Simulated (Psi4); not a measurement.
Reaction (SMILES): OC=O + 3 [H][H] (H2) → C (CH4) + 2 O (H2O)
B3LYP-D3(BJ)/def2-TZVP geometries, fixed; electronic energies without zero-point terms.

Basis-set convergence of the energy of full hydrogenation at wB97X-V with Psi4. Cartesian d functions, on some or all atoms, in 6-31G**; all else is spherical. Density fitting with the program's default auxiliary sets. Psi4's default fitting sets serve the pcseg sets less well. Species with rotatable bonds are taken in one conformer. The functional holds VV10 correlation; no added dispersion term, no relativity. Functions are those of the species that has most. Reference: the value in def2-QZVPPD, -54.74 kcal/mol, itself unsure by roughly 1.31 kcal/mol (its mean distance from def2-QZVPP, cc-pVQZ). Deviations are taken from unrounded values.

```tsv
basis	functions	energy of full hydrogenation (kcal/mol)	minus reference (kcal/mol)
3-21G	31	-31.15	23.59
pcseg-0	31	-39.53	15.21
def2-SVP	52	-43.62	11.12
6-31G**	55	-44.70	10.04
aug-pcseg-1	87	-53.56	1.18
def2-TZVP	105	-49.42	5.32
cc-pVTZ	118	-50.53	4.21
jun-cc-pV(T+d)Z	145	-55.19	-0.45
def2-TZVPPD	151	-55.20	-0.46
aug-pcseg-2	184	-55.26	-0.52
cc-pVQZ	225	-52.81	1.93
def2-QZVPP	231	-54.06	0.68
def2-QZVPPD	261	-54.74	0.00
```
